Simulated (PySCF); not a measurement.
A geometry optimisation, step by step.

3-pentanone, C5H10O.
Numbering: `[CH3:1][CH2:2][C:3](=[O:4])[CH2:5][CH3:6]` (hydrogens: H7, H8, H9 on C1; H10, H11 on C2; H12, H13 on C5; H14, H15, H16 on C6)

Computed by this run: PBE0-D3(BJ)/def2-SVP geometry optimisation, gas phase in PySCF; density fitting, grid level 2; the optimiser is geomeTRIC in internal coordinates, started from a GFN2-xTB structure. The frame can shift and turn from step to step; on so coarse a grid that alone can change the energy by a few meV, and forces under 0.02 eV/Å are noise.

Step 0: E = -7381.6963 eV, largest atomic force 1.079 eV/Å
```
atom  x, y, z in Å  |  force x, y, z in eV/Å
C1      2.544    0.031    0.051   -0.539   0.032  -0.393
C2      1.201    0.029   -0.666    0.535   0.020   0.937
C3      0.032    0.051    0.300   -0.087  -0.160  -0.824
O4      0.158    0.275    1.476    0.024   0.049   0.252
C5     -1.310   -0.235   -0.347   -0.327   0.363   0.956
C6     -2.478    0.104    0.569    0.447  -0.205  -0.445
H7      2.646   -0.864    0.660    0.106  -0.326   0.288
H8      3.361    0.063   -0.665    0.368   0.004  -0.249
H9      2.614    0.894    0.707    0.076   0.296   0.299
H10     1.113    0.917   -1.300   -0.137   0.226  -0.305
H11     1.107   -0.843   -1.317   -0.138  -0.215  -0.311
H12    -1.327   -1.300   -0.594    0.081  -0.335  -0.217
H13    -1.378    0.317   -1.286    0.062   0.068  -0.390
H14    -3.422   -0.178    0.108   -0.410  -0.078  -0.145
H15    -2.495    1.171    0.779   -0.066   0.413   0.150
H16    -2.375   -0.423    1.514    0.003  -0.153   0.400
```

Step 1: E = -7381.7453 eV, largest atomic force 0.212 eV/Å
```
atom  x, y, z in Å  |  force x, y, z in eV/Å
C1      2.495    0.068   -0.002    0.088  -0.005   0.072
C2      1.162    0.057   -0.716   -0.132   0.006  -0.167
C3     -0.032    0.105    0.214    0.020   0.031   0.189
O4      0.094    0.342    1.394   -0.007  -0.012  -0.070
C5     -1.391   -0.160   -0.400    0.092  -0.069  -0.173
C6     -2.549    0.166    0.516   -0.070   0.041   0.078
H7      2.614   -0.828    0.626   -0.003   0.032  -0.017
H8      3.330    0.101   -0.717   -0.025  -0.003   0.015
H9      2.571    0.939    0.666   -0.005  -0.025  -0.020
H10     1.063    0.933   -1.389    0.015  -0.066   0.031
H11     1.053   -0.820   -1.381    0.016   0.053   0.030
H12    -1.397   -1.232   -0.683   -0.008   0.072   0.005
H13    -1.454    0.384   -1.360   -0.009  -0.038   0.049
H14    -3.511   -0.112    0.058    0.028   0.007   0.008
H15    -2.578    1.242    0.748    0.001  -0.039  -0.001
H16    -2.449   -0.367    1.473   -0.002   0.014  -0.028
```

Step 2: E = -7381.7463 eV, largest atomic force 0.087 eV/Å
```
atom  x, y, z in Å  |  force x, y, z in eV/Å
C1      2.494    0.069   -0.003    0.024  -0.001   0.005
C2      1.158    0.056   -0.716    0.004   0.013   0.015
C3     -0.031    0.106    0.221   -0.066   0.004   0.047
O4      0.089    0.342    1.400    0.062  -0.006  -0.061
C5     -1.386   -0.159   -0.401    0.002  -0.013  -0.030
C6     -2.548    0.165    0.515   -0.019   0.003   0.007
H7      2.614   -0.824    0.628   -0.005   0.001  -0.002
H8      3.328    0.098   -0.720    0.001   0.000   0.001
H9      2.571    0.942    0.661   -0.003   0.002  -0.003
H10     1.059    0.927   -1.391    0.004  -0.005   0.007
H11     1.048   -0.822   -1.377    0.002   0.001   0.012
H12    -1.393   -1.228   -0.688   -0.006   0.005   0.002
H13    -1.447    0.387   -1.359   -0.006   0.001   0.006
H14    -3.508   -0.110    0.054   -0.001   0.001  -0.002
H15    -2.577    1.239    0.752    0.005  -0.002  -0.001
H16    -2.450   -0.371    1.470    0.002  -0.003  -0.004
```

Step 3: E = -7381.7462 eV, largest atomic force 0.086 eV/Å
```
atom  x, y, z in Å  |  force x, y, z in eV/Å
C1      2.494    0.070    0.000   -0.031   0.004  -0.027
C2      1.159    0.054   -0.718    0.035  -0.010   0.018
C3     -0.032    0.105    0.217    0.058   0.004  -0.034
O4      0.101    0.343    1.394   -0.075  -0.003   0.029
C5     -1.389   -0.158   -0.404   -0.018   0.025   0.080
C6     -2.549    0.165    0.517    0.021  -0.014  -0.027
H7      2.612   -0.820    0.634   -0.004  -0.014   0.009
H8      3.329    0.097   -0.714    0.009   0.000  -0.012
H9      2.568    0.946    0.660    0.000   0.013   0.006
H10     1.062    0.922   -1.395   -0.001   0.028  -0.019
H11     1.052   -0.825   -1.376    0.003  -0.030  -0.015
H12    -1.398   -1.225   -0.694    0.004  -0.030  -0.001
H13    -1.453    0.390   -1.359    0.005   0.025  -0.016
H14    -3.510   -0.107    0.057   -0.012  -0.002  -0.005
H15    -2.575    1.237    0.759    0.005   0.017   0.002
H16    -2.450   -0.376    1.468    0.001  -0.012   0.012
```

Step 4: E = -7381.7467 eV, largest atomic force under 0.02 eV/Å
```
atom  x, y, z in Å  |  force x, y, z in eV/Å
C1      2.495    0.070   -0.001   -0.003   0.001   0.000
C2      1.159    0.054   -0.717    0.003   0.001   0.000
C3     -0.032    0.105    0.218    0.004   0.000  -0.003
O4      0.095    0.342    1.396   -0.004   0.000   0.002
C5     -1.389   -0.157   -0.403   -0.002   0.000   0.005
C6     -2.549    0.164    0.517    0.003  -0.001  -0.001
H7      2.613   -0.820    0.634   -0.001   0.000   0.002
H8      3.329    0.096   -0.717    0.000  -0.001  -0.001
H9      2.570    0.947    0.658    0.001   0.002   0.000
H10     1.062    0.922   -1.395   -0.002   0.001  -0.003
H11     1.052   -0.827   -1.374    0.001  -0.005   0.001
H12    -1.397   -1.225   -0.694    0.002  -0.002  -0.002
H13    -1.451    0.393   -1.358   -0.001   0.005  -0.001
H14    -3.510   -0.107    0.055    0.000   0.001  -0.001
H15    -2.575    1.237    0.760    0.002   0.001   0.002
H16    -2.451   -0.378    1.468   -0.002  -0.002   0.001
```

Step 5: E = -7381.7468 eV, largest atomic force under 0.02 eV/Å
```
atom  x, y, z in Å  |  force x, y, z in eV/Å
C1      2.495    0.071   -0.001   -0.002   0.001   0.000
C2      1.159    0.052   -0.717    0.002   0.002   0.002
C3     -0.032    0.105    0.218   -0.002  -0.001  -0.006
O4      0.094    0.342    1.396    0.003   0.001   0.004
C5     -1.389   -0.156   -0.403   -0.002  -0.001   0.001
C6     -2.549    0.163    0.517    0.002  -0.001   0.000
H7      2.613   -0.817    0.637    0.000   0.001   0.001
H8      3.329    0.095   -0.716    0.000  -0.001   0.000
H9      2.569    0.950    0.655    0.001   0.000  -0.001
H10     1.062    0.919   -1.398   -0.002  -0.002  -0.001
H11     1.053   -0.831   -1.372    0.001  -0.001   0.002
H12    -1.397   -1.222   -0.697    0.002   0.001  -0.002
H13    -1.451    0.398   -1.357   -0.002   0.002   0.001
H14    -3.510   -0.105    0.054    0.000   0.002  -0.001
H15    -2.573    1.235    0.764    0.001  -0.001   0.002
H16    -2.451   -0.382    1.466   -0.002  -0.001  -0.001
```

Q: Summarise the path.

A: The energy falls by 4.87 kJ/mol from step 0 to step 5; nine tenths of that is first reached at step 1. It never rises by more than 0.2 meV. The largest force goes from 1.079 to under 0.02 eV/Å. Among the bonds C1–H7 changes most (a near tie, within 0.001 Å, with another), from 1.087 to 1.100 Å; the atoms move by 0.034 Å rms after alignment.

What follows is the cost of the whole optimisation. The run took 75 s wall on Intel Xeon Platinum 8488C, one thread, shared host, and the process peaked at 0.73 GiB of memory.
